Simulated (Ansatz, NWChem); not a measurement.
# From Ansatz to NWChem

This Ansatz 0.2.0 job computes doublet [BHF2]+:

input.yaml:
```yaml
crystal:
  periodic: [false, false, false]
  atoms:
    - {symbol: F, position_ang: [1.154300, 0.456900, -0.361900]}
    - {symbol: B, position_ang: [-0.001900, -0.031000, 0.025200]}
    - {symbol: F, position_ang: [-1.095400, 0.528700, -0.438900]}
    - {symbol: H, position_ang: [-0.057000, -0.954600, 0.775600]}
basis:
  gaussian: {orbitals: def2-TZVPP}
output: {orbitals: {seedname: orbitals}}
correlation: {frozen_orbitals: {B: 1, F: 1, H: 0}}
magnetization: {spin_polarized: true, initial_magnetization: 1}
accuracy: high
total_charge: 1
hamiltonian: {xc: {name: B2PLYP}}
```

```bash
$ ansatz run input.yaml --threads 1 --pin off --max-ram 3480MiB --events-out events.jsonl --progress --plain --runs-dir runs
```

The coordinates come from a PBE0-D4/def2-TZVP relaxation. That shape belongs to the parent species and isn't relaxed for this state.

It gives a total energy of -224.704269 Eh.

How is this level of theory, on these atoms, set up in NWChem 7.3.0 as an input file of the program's own?

This input was run:

calc.nw:
```
START calc
TITLE "BF2H"
memory stack 880 mb heap 220 mb global 1100 mb
charge 1

GEOMETRY noautosym nocenter noautoz
F        1.154300       0.456900      -0.361900
B       -0.001900      -0.031000       0.025200
F       -1.095400       0.528700      -0.438900
H       -0.057000      -0.954600       0.775600
END

BASIS spherical bse
F library def2-TZVPP
B library def2-TZVPP
H library def2-TZVPP
END

DFT
xc hfexch 0.53 becke88 0.47 lyp 0.73 mp2 0.27
dftmp2 semidirect
mult 2
grid fine
convergence energy 1e-08
maxiter 100
mulliken
END

MP2
freeze core 3
END

TASK dft energy
```

```bash
$ nwchem calc.nw > calc.out
```

Its energy is -224.704269 Eh, 0.000 mEh from the first.
